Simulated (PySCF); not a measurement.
## Unknown: peak-picked proton spectrum

Formula C₂H₅F. The spectrum was simulated from the full spin Hamiltonian at 400 MHz with 0.8 Hz Lorentzian lines, from shifts rounded to 0.01 ppm and J to 0.1 Hz, couplings under 1 Hz left out.

Maxima in ppm (height), grouped by integral:
1H: 4.629 (16), 4.609 (50), 4.589 (50), 4.569 (17)
1H: 4.491 (16), 4.471 (50), 4.451 (50), 4.431 (17)
3H: 1.343 (51), 1.323 (100), 1.303 (49), 1.277 (51), 1.257 (100), 1.237 (49)

$^{13}$C{$^{1}$H} NMR (computed): δ 84.8 (CH2, d, J = 226.4 Hz), 18.8 (CH3, d, J = 20.6 Hz).

- NMR shieldings at B97-2/pcSseg-2/GIAO
- couplings computed with B3LYP/pcJ-2
- geometry from PBE0-D3(BJ)/def2-TZVP
- code: PySCF 2.14
- single conformer, no relativistic terms, averaged over atoms made equivalent by symmetry, fast rotation or ring inversion, no solvent

δ = σ(ref) − σ, references computed at the same level: $^{1}$H (σ = 31.64 ppm), $^{13}$C (σ = 185.38 ppm) vs TMS.

Task: Analyse the multiplets.

Result: $^{1}$H NMR (400 MHz, computed): δ 4.53 (dq, J = 55.0, 8.0 Hz, 2H), 1.29 (dt, J = 26.4, 8.0 Hz, 3H). These are first-order names from the parameters used; overlap and second-order distortion can hide them in the list.

Task: What is the compound?

Result: SMILES CCF.

Numbering as in the mapped SMILES `[CH3:1][CH2:2][F:3]` (H(Xn): hydrogen on atom n).

- δ 4.53: H(C2), hydrogen on an sp3 CH2 bonded to F, coupled to F3 (55.0 Hz), H(C1) (8.0 Hz).
- δ 1.29: H(C1), hydrogen on a methyl carbon, coupled to F3 (26.4 Hz), H(C2) (8.0 Hz).

Common functionals overestimate the size of one-bond C–F couplings by tens of Hz; these are unscaled. Multiplet labels drop couplings under 1 Hz and merge nearly equal ones. Shifts are as computed. Against solution values, carbons near 30 ppm lie about +3 ppm off and those near 130 ppm about +7 ppm. Of 1211 compounds with measured shifts, 218 miss one by over three times the rms of a fit or turn the order of signals round; such compounds aren't used in these exercises.
